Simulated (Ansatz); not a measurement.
TlSn: computed properties

Computed with Ansatz, DFT r2SCAN, scalar-relativistic, plane waves, PAW.

Settings: cutoff 500 eV, Γ-centred mesh 12×12×10 on the computed 2-atom cell, Gaussian smearing of 0.10 eV; no spin polarisation.

The structure is relaxed at this level of theory with its symmetry kept. Whether it is the stable form of this composition wasn't checked.

Space group P4/mmm (No. 123). a = 3.260 Å, b = 3.260 Å, c = 5.450 Å, α = 90.00°, β = 90.00°, γ = 90.00°
```csv
atom,site,symmetry,x,y,z
Tl,1a,4/mmm,0.0000,0.0000,0.0000
Sn,1d,4/mmm,0.5000,0.5000,0.5000
```

```json
{
  "Space group": "P4/mmm (No. 123)",
  "Volume per atom": "28.95 Å³",
  "Formation energy from the elements' standard states (uncorrected)": "+0.131 eV/atom",
  "Generalised Kohn–Sham band gap": "none (metal)",
  "Density of states at the Fermi level": "1.09 states/eV per cell",
  "Löwdin character within 0.5 eV of the Fermi level": "Sn 5p 55 %, Tl 6p 25 %, Tl 6s 10 %, Sn 5s 8 %",
  "Bulk modulus": "39 GPa",
  "Its pressure derivative": "5.6",
  "Bader charges (e)": "Tl (1 in the cell) 0.05, Sn (1 in the cell) -0.05"
}
```

Spin-orbit coupling is left out, which matters for the bands of heavy elements.